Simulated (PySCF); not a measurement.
## Dipole moment and polarisability across levels of theory

Compound: PH₃.
SMILES: `P`

PySCF, dipoles from the SCF density, polarisabilities from static response with core orbitals frozen. Geometry: PBE0-D3(BJ)/def2-SVP; no solvent, vibrations or thermal averaging.

Reference dipole: 0.580 D (measured, gas; NIST CCCBDB Release 22 (SRD 101), experimental dipoles). Reference dipole: 0.607 D (computed, CCSD(T)/CBS, all electrons, equilibrium geometry, gas; Hait, Head-Gordon, J. Chem. Theory Comput. 14 (2018) 1969). Reference polarisability: 4.237 Å³ (measured, gas; NIST CCCBDB Release 22 (SRD 101), experimental polarizabilities). Reference polarisability: 4.475 Å³ (computed, CCSD(T)/CBS, static electronic, isotropic average, equilibrium geometry, gas; Hait, Head-Gordon, Phys. Chem. Chem. Phys. 20 (2018) 19800). Errors are taken against the first value of each kind. The anisotropy is √(½[(α1 − α2)² + (α2 − α3)² + (α3 − α1)²]).

```tsv
level	μ (D)	error (%)	α (au)	error (%)	anisotropy (au)
LDA/def2-SVPD	0.673	+16.1	30.92	+8.2	0.94
PBE/def2-SVPD	0.619	+6.7	30.30	+6.0	0.84
B3LYP/def2-SVPD	0.572	-1.4	29.87	+4.5	0.58
PBE0/def2-SVPD	0.658	+13.4	29.70	+3.9	0.58
BHandHLYP/def2-SVPD	0.604	+4.2	29.24	+2.3	0.28
CAM-B3LYP/def2-SVPD	0.621	+7.1	29.61	+3.6	0.38
wB97X-D/def2-SVPD	0.683	+17.8	29.60	+3.5	0.49
LC-wPBE/def2-SVPD	0.742	+27.9	29.06	+1.6	0.24
HF/def2-SVPD	0.668	+15.2	28.82	+0.8	0.06
PBE0/6-31G*	1.025	+76.8	20.77	-27.4	3.30
PBE0/6-31+G*	0.957	+65.0	22.96	-19.7	0.41
PBE0/def2-SVP	0.909	+56.8	22.27	-22.1	3.10
PBE0/aug-cc-pVDZ	0.684	+18.0	30.51	+6.7	1.29
PBE0/def2-TZVP	0.683	+17.7	26.47	-7.4	1.26
PBE0/def2-TZVPD	0.628	+8.4	30.72	+7.5	1.37
PBE0/aug-cc-pVTZ	0.647	+11.6	31.05	+8.6	1.53
```

For the dipole, the smallest error is 1.4% (B3LYP/def2-SVPD) and the largest 76.8% (PBE0/6-31G*). For the polarisability, the smallest error is 0.8% (HF/def2-SVPD) and the largest 27.4% (PBE0/6-31G*). The dipole runs from 0.57 D (B3LYP/def2-SVPD) to 1.03 D (PBE0/6-31G*). In one basis (def2-SVPD) the functionals order the polarisability from HF (lowest) to LDA (highest), a spread of 7%. With PBE0 the polarisability is 23.17 au without diffuse functions (mean of 6-31G*, def2-SVP and def2-TZVP) and 28.99 au with them (mean of 6-31+G*, def2-SVPD, aug-cc-pVDZ, def2-TZVPD and aug-cc-pVTZ). Measured values can belong to vibrating molecules; the computed ones are for one fixed geometry.
